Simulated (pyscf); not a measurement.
Single points on ωB97X-D3(BJ)/def2-SVP structures (PySCF, gas phase).

Question: `[O]=[V]([OH])([OH])[SH]` + `[OH2]` -> `[O]=[V]([OH])([OH])[OH]` + `[SH2]`
Surface: singlet. Broken: S–V, H–O. Formed: O–V, H–S. Give ΔE‡ and ΔE from ωB97M-D3(BJ)/def2-TZVP, relative to the separated reactants.

Answer: ΔE‡ = 56.0 kJ/mol, ΔE = -20.2 kJ/mol. Zero-point energy shifts the barrier by -4.0 kJ/mol. It is a four-centre exchange, with an imaginary mode of 1067i cm⁻¹. On the reactant side the descent ends in an adduct with a O–V contact, 3.7 kJ/mol under the separated species and 57.6 kJ/mol under the saddle at ωB97X-D3(BJ)/def2-TZVP. What is counted as formed (O–V) is already present as a longer contact in the reactant adduct; forming that adduct is a step of its own. This is the saddle that the search found; another between the same sides may lie lower.
